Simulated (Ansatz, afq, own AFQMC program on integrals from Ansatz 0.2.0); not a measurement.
**GeNH₃, triplet in cc-pVDZ, levels against CCSDT(Q)**

```xyz
5

Ge    0.0000    0.0372    0.2653
N     0.0000   -0.1263   -1.2066
H     0.0000   -1.3256    1.0256
H     0.8260    0.2010   -1.6895
H    -0.8260    0.2010   -1.6895
```

Connectivity, by distances: GeH–NH2.

Basis cc-pVDZ. Noble-gas cores (and the filled d shells of Ga–Kr and In–Xe) are frozen. AFQMC by an in-house program on the Cholesky factors that Ansatz 0.2.0 writes for its CCSD(T) run. ph-AFQMC/CISD is guided by a CISD state made of CCSD amplitudes; releasing the constraint for a short imaginary time cuts its bias at the price of noise, slowly where states lie close. Free projection: walkers drawn from exp(T), propagated without any constraint. Its projection time is finite, and what remains of the start isn't in its error. ± is one standard error of the sampling. No spin–orbit coupling.

Determinant: UHF, the one that the program's search chose, which needn't be the lowest solution. The geometry is a point of a scan.

No full CI on the walks' own integrals is used here; CCSDT(Q) serves as the reference and is uncertain by about the last step of the cluster series.

Cautions: no relativity below Rb; no spin-orbit coupling; inner d shell frozen; lower spins were not checked; the ph-AFQMC/HF walk drifts between its halves (2.5 errors).

- T1 diagnostic: 0.0159
- weight of the determinant in the CISD state: 0.897
- ⟨S²⟩ of the determinant: 2.007
- size of the correlated space: 12 electrons in 41 orbitals

| level | correlation energy (eV) |
| --- | --- |
| MP2 | -6.4494 |
| CCSD | -7.1061 |
| CCSD(T) | -7.2774 |

(1) Estimate where free-projection AFQMC lies against CCSD(T) on the same integrals.

(1) 3.4 ± 1.2 kJ/mol below CCSD(T).

Reference: CCSDT(Q), correlation energy -7.308 eV. The released energy is read at 2.40 1/Eh (meV from the phaseless value at times in 1/Eh: 4 ± 14 at 0.24, 13 ± 13 at 0.51, 2 ± 12 at 0.99, 4 ± 12 at 1.62, -13 ± 19 at 2.40).

```
         level  E − E(reference) (kJ/mol)  share of correlation (%)
       CCSD(T)                        3.0                     99.58
         CCSDT                        1.3                     99.81
   ph-AFQMC/HF                -12.7 ± 5.7                    101.80
 ph-AFQMC/CISD                  0.8 ± 1.1                     99.89
released AFQMC                 -0.5 ± 1.9                    100.06
    free AFQMC                 -0.4 ± 1.2                    100.06
```

Free projections are given only where their last times agree within the noise and don't stop above the reference; a slow remainder of the start can still hide under it. A walk keeps the symmetry of its determinant, which the program's search chose and which needn't be the lowest solution, so a lower state of the same spin and another symmetry isn't excluded. Released energies are given only where the last usable release times agree within the noise; a slower fall can still hide under it.
